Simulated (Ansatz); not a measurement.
Results of PBE (plane waves, PAW; Ansatz, an electronic-structure program) for hcp Sc.

Numerical settings: plane-wave cutoff 520 eV, 18×18×10 k mesh (along the axes of the cell as run), Fermi–Dirac smearing 0.05 eV, scalar-relativistic PAW data made under PBE.

Starting structure:

```
CELL_PARAMETERS angstrom
      3.31000     0.00000     0.00000
     -1.65500     2.86654     0.00000
      0.00000     0.00000     5.27000
ATOMIC_POSITIONS crystal
  Sc 0.66667 0.33333 0.75000
  Sc 0.33333 0.66667 0.25000
```

Question: Into what structure does the relaxation of cell and atoms lead at this level, with the symmetry of the start kept?

Answer: The volume shrinks by 1.4 %; final space group P6_3/mmc.
```
CELL_PARAMETERS angstrom
      3.31964     0.00000     0.00000
     -1.65982     2.87489     0.00000
      0.00000     0.00000     5.16534
ATOMIC_POSITIONS crystal
  Sc 0.66667 0.33333 0.75000
  Sc 0.33333 0.66667 0.25000
```
